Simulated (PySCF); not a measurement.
# Working with the constants of SiB

UHF-CCSD(T) constants of SiB, ⁴Σ⁻ (quartet), unpaired electrons σ ↑, π ↑↑ (basis Si def2-TZVPP, B def2-TZVPP; no relativity; PySCF 2.14; masses 27.9769 and 11.0093 u):

```
ωe              : 740.6 cm⁻¹
ωexe            : 5.37 cm⁻¹
Be              : 0.57858 cm⁻¹
αe              : 0.00566 cm⁻¹
D (centrifugal) : 1.41e-06 cm⁻¹
De to Si + B    : 3.15 eV
```

Task: Give the vibrational terms G(v) and spacings up to v = 6.

Result: G(v) = ωe(v+½) − ωexe(v+½)².

| v | G(v) (cm⁻¹) | G(v) − G(v−1) | Bv (cm⁻¹) |
| --- | --- | --- | --- |
| 0 | 369 |  | 0.5757 |
| 1 | 1099 | 730 | 0.5701 |
| 2 | 1818 | 719 | 0.5644 |
| 3 | 2526 | 708 | 0.5588 |
| 4 | 3224 | 698 | 0.5531 |
| 5 | 3911 | 687 | 0.5474 |
| 6 | 4587 | 676 | 0.5418 |

Task: How well does the Morse estimate ωe²/(4ωexe) reproduce De, and what is D0?

Result: It gives 3.17 eV, 101 % of the computed De. D0 = De − G(0) = 3.15 − 0.05 = 3.10 eV.

Correlated steps freeze 6 core orbitals. The CCSD T1 diagnostic is raised, a sign that a single reference may not be enough here. The state was picked by a PBE0 search and need not be the measured ground state.
